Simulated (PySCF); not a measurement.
Aluminium: a sound run and one with changed settings

Sound run: Al [Ne] 3s2 3p1, Al⁺ [Ne] 3s2. All numbers are calculated (PySCF 2.14, no relativity, point nucleus, in pcseg-2 (5s4p2d1f, 34 functions)). In the sound run the correlated levels freeze [Ne]. The sound run starts from symmetry-adapted Hartree-Fock orbitals and uses a fine grid where one is needed.

Changed run: scalar relativity by spin-free X2C-1e. This setting is unsound on purpose.

```
species   method  sound run (hartree)  changed run (hartree)  converged
     Al      UHF           -241.86934             -242.27036        yes
     Al     BP86           -242.38959             -242.79090        yes
     Al   r2SCAN           -242.33268             -242.73403        yes
     Al      MP2           -241.90107             -242.30213        yes
     Al  CCSD(T)           -241.91470             -242.31575        yes
    Al⁺      UHF           -241.66511             -242.06637        yes
    Al⁺     BP86           -242.16360             -242.56521        yes
    Al⁺   r2SCAN           -242.10620             -242.50785        yes
    Al⁺      MP2           -241.69218             -242.09346        yes
    Al⁺  CCSD(T)           -241.70401             -242.10525        yes
```

Ionisation energy of Al:

| method | sound run (eV) | changed run (eV) |
| --- | --- | --- |
| UHF | 5.557 | 5.551 |
| BP86 | 6.149 | 6.141 |
| r2SCAN | 6.163 | 6.155 |
| MP2 | 5.684 | 5.678 |
| SCS-MP2 | 5.665 | 5.659 |
| CCSD | 5.714 | 5.709 |
| CCSD(T) | 5.733 | 5.728 |

Most of the change in total energy is the relativistic energy itself. On top of that the contraction fixes the core shape for the Hamiltonian it was made with, so the changed run is not a good calculation with the other Hamiltonian either.

For comparison, NIST gives 5.986 eV between the lowest levels.
